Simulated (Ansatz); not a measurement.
`C=C(O)Cl` and `C=C(Cl)CF` differ in one atom or group.

Ansatz, PBE0-D4/def2-TZVP geometries, multiplicity 1. Each molecule was computed in one conformer, which needn't be the lowest.

```csv
property,`C=C(O)Cl`
HOMO energy (B3LYP/def2-TZVPP) / eV,-6.79
"ideal-gas entropy at 298 K and 1 bar (rigid rotor, harmonic PBE0-D4/def2-TZVP) / J/(mol·K)",287
HOMO–LUMO gap (PBE0/def2-TZVPP) / eV,7.36
LUMO energy (B3LYP/def2-TZVPP) / eV,0.10
zero-point energy (PBE0-D4/def2-TZVP) / kJ/mol,124.9
LUMO energy (PBE/def2-TZVPP) / eV,-0.63
```

Task: Give the same properties after the change, and the shifts. (An estimate is asked.)

Result: Computed: 
```json
{"property": "HOMO energy (B3LYP/def2-TZVPP) / eV", "`C=C(Cl)CF`": "-7.40", "shift": "-0.61"}
{"property": "ideal-gas entropy at 298 K and 1 bar (rigid rotor, harmonic PBE0-D4/def2-TZVP) / J/(mol·K)", "`C=C(Cl)CF`": "313", "shift": "26"}
{"property": "HOMO–LUMO gap (PBE0/def2-TZVPP) / eV", "`C=C(Cl)CF`": "7.37", "shift": "0.01"}
{"property": "LUMO energy (B3LYP/def2-TZVPP) / eV", "`C=C(Cl)CF`": "-0.49", "shift": "-0.59"}
{"property": "zero-point energy (PBE0-D4/def2-TZVP) / kJ/mol", "`C=C(Cl)CF`": "168.5", "shift": "43.6"}
{"property": "LUMO energy (PBE/def2-TZVPP) / eV", "`C=C(Cl)CF`": "-1.24", "shift": "-0.61"}
```

The zero-point energy changes by 43.6 kJ/mol with +6 modes.

B3LYP here is the variant with VWN-RPA as its local correlation; programs differ in this.
